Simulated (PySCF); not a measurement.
# SiF(OH) + H₂O → Si(OH)₂ + HF

Level: PBE0 in the def2-TZVP basis family, all electrons, no relativity, computed in PySCF with density fitting; open shells unrestricted.

```tsv
species	state and structure	ZPE (kJ/mol)	H(298 K) − H(0) (kJ/mol)	S° (J/(mol K))
SiF(OH)	singlet, Cs, O–H 0.963 Å, Si–F 1.620 Å, Si–O 1.637 Å; F–Si–O 101.6°, H–O–Si 120.3°	42.7	12.1	266.8
H₂O	singlet, C2v, O–H 0.960 Å (×2); H–O–H 105.1°	56.5	9.9	188.7
Si(OH)₂	singlet, C2v, O–H 0.960 Å (×2), Si–O 1.649 Å (×2); H–O–Si 114.7° (×2), O–Si–O 97.5°	74.4	13.0	264.5
HF	singlet, C∞v, H–F 0.920 Å	24.9	8.7	173.6
```

**Question.** Is the gas-phase reaction uphill or downhill in electronic energy at this level, and by how much?

**Answer.** At PBE0/def2-TZVP, ΔE = 45.0 kJ/mol, uphill. 

**Question.** Add zero-point, thermal and entropy terms for 298.15 K and 1 bar.

**Answer.** ΔZPE = 0.1 and Δ[H(298) − H(0)] = -0.3 kJ/mol give ΔH° = 44.8 kJ/mol. ΔS° = -17.4 J/(mol K), so ΔG° = 44.8 − 298.15 × (-0.0174) = 50 kJ/mol and log₁₀K = -8.8.

Only the bonding shown was studied: isomers, or loss of a ligand pair, can lie lower.
